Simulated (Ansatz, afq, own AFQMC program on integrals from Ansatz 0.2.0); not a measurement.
# Br, doublet in def2-SVP, levels against full CI

A free Br atom.

Basis def2-SVP. Noble-gas cores (and the filled d shells of Ga–Kr and In–Xe) are frozen. Integrals, coupled cluster, full CI and functionals: Ansatz 0.2.0; the random walks run on the same integrals in our own AFQMC program. The CISD trial takes its coefficients from CCSD amplitudes. Released means that phaseless walkers are propagated on without the constraint, phases kept. Free projection: walkers drawn from exp(T), propagated without any constraint. Its projection time is finite, and what remains of the start isn't in its error. Error bars are statistical, one sigma. No spin–orbit coupling.

Determinant: UHF, the one that the program's search chose, which needn't be the lowest solution.

Full CI on the same integrals is exact in this basis and with this determinant's frozen core.

Cautions: no relativity below Rb; no spin-orbit coupling; inner d shell frozen; the released energies have errors that jump between times, so the bars are unsure, so no released level is given (meV from the phaseless value at times in 1/Eh: -859 ± 856 at 0.24, -1.5 ± 0.6 at 0.50, -2.8 ± 0.6 at 1.00, -11 ± 7 at 1.50), though the last usable value meets full CI within the noise; the ph-AFQMC/HF walk drifts between its halves (2.3 errors).

- T1 diagnostic: 0.0051
- weight of the determinant in the CISD state: 0.949
- ⟨S²⟩ of the determinant: 0.756
- size of the correlated space: 7 electrons in 18 orbitals

Reference: full CI, correlation energy -3.101 eV.

```
        level  E − E(reference) (meV)  share of correlation (%)
           HF                  3100.8                      0.00
          MP2                   447.4                     85.57
         CCSD                    45.4                     98.54
      CCSD(T)                     9.2                     99.70
        CCSDT                     3.8                     99.88
     CCSDT(Q)                     0.4                     99.99
       CCSDTQ                     0.1                    100.00
  ph-AFQMC/HF             44.4 ± 13.1                     98.57
ph-AFQMC/CISD               3.4 ± 0.7                     99.89
   free AFQMC              -1.8 ± 0.7                    100.06
```

CCSDT and higher add their correlation energy to the determinant of the CCSD(T) run, since their own runs factorise the integrals more tightly (a shift of under 2 meV). Free projections are given only where their last times agree within the noise and don't stop above the reference; a slow remainder of the start can still hide under it. A walk keeps the symmetry of its determinant, which the program's search chose and which needn't be the lowest solution, so a lower state of the same spin and another symmetry isn't excluded.
